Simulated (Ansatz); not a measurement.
## Worked example: the enthalpy of formation of C2H4 (ethylene)

The species is C2H4 (6 atoms), meant as a singlet with charge 0. SMILES: `C=C`. Geometry: relaxed at PBE0-D4/def2-TZVP.

```xyz
6

C    -0.0874   -0.6399   -0.1428
C     0.0875    0.6399    0.1428
H     0.0320   -1.4127    0.6089
H    -0.3574   -0.9691   -1.1405
H    -0.0321    1.4127   -0.6089
H     0.3575    0.9691    1.1405
```

Total energies at PBE/def2-TZVP (Ansatz 0.2.0); the atoms run unrestricted:

| species | state | energy (Eh) |
| --- | --- | --- |
| C2H4 | singlet | -78.500137 |
| C | triplet | -37.795970 |
| H | doublet | -0.499616 |

Harmonic wavenumbers at PBE0-D4/def2-TZVP, in cm⁻¹: 828, 979, 984, 1067, 1239, 1382, 1466, 1704, 3146, 3162, 3222, 3250.

Measured heats of formation of the gaseous atoms at 298.15 K, in kJ/mol: C 716.9, H 218.0. Take 1 Eh = 2625.50 kJ/mol, 1 cm⁻¹ = 0.0119627 kJ/mol, RT = 2.479 kJ/mol.

Q: Work out the heat of formation of the gas at 298 K.

A: 
1. Electronic atomisation energy: 2 × (-37.795970) + 4 × (-0.499616) − (-78.500137) = 0.909733 Eh = 2388.5 kJ/mol.
2. Zero-point energy: half the sum of the wavenumbers, 11214.5 cm⁻¹ = 134.2 kJ/mol.
3. Thermal vibrational enthalpy, Σ hcν̃/(exp(hcν̃/kT) − 1): 0.5 kJ/mol. Translation, rotation and pV of a non-linear molecule: 4 RT = 9.9 kJ/mol.
4. The 6 free atoms carry 5/2 RT each: 37.2 kJ/mol.
5. Atomisation enthalpy at 298 K: 2388.5 − 134.2 − 0.5 − 9.9 + 37.2 = 2281.1 kJ/mol.
6. Sum of the atoms' heats of formation: 2305.8 kJ/mol. Heat of formation: 2305.8 − 2281.1 = +24.7 kJ/mol.

The tabulated value is +52.6 kJ/mol (Active Thermochemical Tables), so this level is off by -27.9 kJ/mol, or 1.2 % of the atomisation enthalpy that the table implies (2253.2 kJ/mol). Gradient-corrected functionals often overbind somewhat. Anharmonicity and any spin-orbit splitting of the molecule are left out.
